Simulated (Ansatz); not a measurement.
**N2Cl− (SMILES [Cl-].N#N): Born-Oppenheimer dynamics**

The task is to watch the atoms for 60 steps of 0.5 fs, started with velocities for 500 K and run at constant energy.

The runs use Ansatz 0.2.0, Gaussian basis; PBE0-D4/def2-SVPD.

## 1. Where the work starts

The start, a pair relaxed at PBE0-D4: SMILES `[Cl-].N#N`, 3 atoms, charge -1, spin multiplicity 1.

Atoms are counted from 1 here; the program's logs count them from 0.

Bond lengths: N2–N3 1.089 Å.

Geometry (Å):

```
Cl    0.0365    0.0248   -2.3859
N    -0.4685   -0.3179    1.1697
N     0.4320    0.2932    1.2163
```

## 2. Dynamics

File md/in.yaml:

```yaml
crystal:
  periodic: [false, false, false]
  atoms:
    - {symbol: Cl, position_ang: [0.036522, 0.024785, -2.385913]}
    - {symbol: N, position_ang: [-0.468508, -0.317866, 1.169734]}
    - {symbol: N, position_ang: [0.431987, 0.293181, 1.216279]}
basis:
  gaussian: {orbitals: def2-SVPD}
total_charge: -1
hamiltonian: {xc: pbe0, dispersion: d4}
md: {n_steps: 60, timestep: 0.5, temperature: 500, ensemble: nve, seed: 736, initial_velocities: maxwell_boltzmann}
```

Run with:

```console
> ansatz run in.yaml --threads 2 --pin off --events-out ev --progress --plain --max-ram 5222MiB
```

Before running it: what results should come out? Wanted: temperature at the start; mean temperature, second half; lowest and highest potential energy, from the first frame; largest change of potential + kinetic.

The runs gave:

| quantity | value |
| --- | --- |
| length | 60 steps, 30.0 fs |
| temperature at the start | 500 K |
| mean temperature, second half | 463 K |
| lowest and highest potential energy, from the first frame | -6 and 14 meV |
| largest change of potential + kinetic | 0.2 meV |

**Reading.** With no thermostat the total energy should stay fixed; it holds within 0.2 meV, small beside the kinetic energy, so the time step serves. The temperature runs between 390 and 545 K. The molecule keeps its bonds.
